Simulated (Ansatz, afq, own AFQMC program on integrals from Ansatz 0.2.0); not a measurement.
## Where AFQMC and coupled cluster stand for GeNH3, singlet

```yaml
atoms:
  - { symbol: Ge, position_ang: [0.0000, -0.0268, 0.2672] }
  - { symbol: N, position_ang: [0.0000, 0.0229, -1.1659] }
  - { symbol: H, position_ang: [0.0000, 1.5694, 0.3967] }
  - { symbol: H, position_ang: [0.0000, 0.8609, -1.7247] }
  - { symbol: H, position_ang: [0.0000, -0.8140, -1.7270] }
```

Connectivity, by distances: GeH–NH2.

Basis cc-pVDZ. Noble-gas cores (and the filled d shells of Ga–Kr and In–Xe) are frozen. AFQMC by an in-house program on the Cholesky factors that Ansatz 0.2.0 writes for its CCSD(T) run. The CISD trial takes its coefficients from CCSD amplitudes. Released means that phaseless walkers are propagated on without the constraint, phases kept. ± is one standard error of the sampling. No spin–orbit coupling.

Determinant: RHF, the one that the program's search chose, which needn't be the lowest solution. The geometry is a point of a scan.

No full CI on the walks' own integrals is used here; CCSDT(Q) serves as the reference and is uncertain by about the last step of the cluster series.

Cautions: no relativity below Rb; no spin-orbit coupling; inner d shell frozen.

- T1 diagnostic: 0.0120
- weight of the determinant in the CISD state: 0.885
- size of the correlated space: 12 electrons in 41 orbitals

| level | correlation energy (eV) |
| --- | --- |
| MP2 | -6.8647 |
| CCSD | -7.5951 |
| CCSD(T) | -7.7800 |

Problem. Estimate where phaseless AFQMC with a CISD trial lies against CCSD(T) on the same integrals.

Solution. 1.06 ± 0.34 kcal/mol below CCSD(T).

Reference: CCSDT(Q), correlation energy -7.811 eV. The released energy is read at 2.40 1/Eh (meV from the phaseless value at times in 1/Eh: 3 ± 14 at 0.24, 19 ± 12 at 0.51, 0 ± 15 at 0.99, 6 ± 14 at 1.62, 9 ± 19 at 2.40).

```tsv
level	E − E(reference) (kcal/mol)	share of correlation (%)
CCSD(T)	0.72	99.60
CCSDT	0.37	99.79
ph-AFQMC/CISD	-0.35 ± 0.34	100.19
released AFQMC	-0.15 ± 0.44	100.08
```

A walk keeps the symmetry of its determinant, which the program's search chose and which needn't be the lowest solution, so a lower state of the same spin and another symmetry isn't excluded. Released energies are given only where the last usable release times agree within the noise; a slower fall can still hide under it.
